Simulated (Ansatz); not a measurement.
# ZrTiCo₄: computed properties

Method: DFT r2SCAN, scalar-relativistic, plane waves, PAW in Ansatz 0.2.0.

Cutoff 500 eV; k points 10×10×10 on the computed 6-atom cell (Γ-centred); Gaussian smearing, width 0.10 eV; collinear spin from starting moments -0.37 -0.78 1.63 1.63 1.63 1.63 μB.

The structure is relaxed at this level of theory with its symmetry kept. Whether it is the stable form of this composition wasn't checked.

It takes space group F-43m (No. 216, cubic). Conventional cell: a = 6.824 Å, b = 6.824 Å, c = 6.824 Å, α = 90.00°, β = 90.00°, γ = 90.00°. Around Zr (site symmetry -43m) lie 12 Co at 2.83 Å and 4 Ti at 2.95 Å. Ti (site symmetry -43m) has 12 Co at 2.83 Å and 4 Zr at 2.95 Å as nearest neighbours. Around Co (site symmetry 3m) lie 6 Co at 2.41 to 2.42 Å.

```json
{
  "Volume per atom": "13.24 Å³",
  "Formation energy from the elements' standard states (uncorrected)": "-0.240 eV/atom",
  "Generalised Kohn–Sham band gap": "none (metal)",
  "Density of states at the Fermi level": "3.57 states/eV per cell",
  "Löwdin character within 0.5 eV of the Fermi level": "Co 3d 54 %, Ti 3d 23 %, Zr 4d 14 %, unprojected 5 %",
  "Bader charges (e)": "Zr (1 in the cell) 1.45, Ti (1 in the cell) 1.30, Co (4 in the cell) -0.69",
  "Total moment": "4.10 μB per cell",
  "Site moments (μB; atoms counted from 1 over the whole cell)": "Zr (atom 1) -0.34, Ti (atom 2) -0.71, Co (atom 3) 1.48, Co (atom 4) 1.48, Co (atom 5) 1.48, Co (atom 6) 1.48"
}
```

The state reached may not be the lowest one.

Only this magnetic start was tried.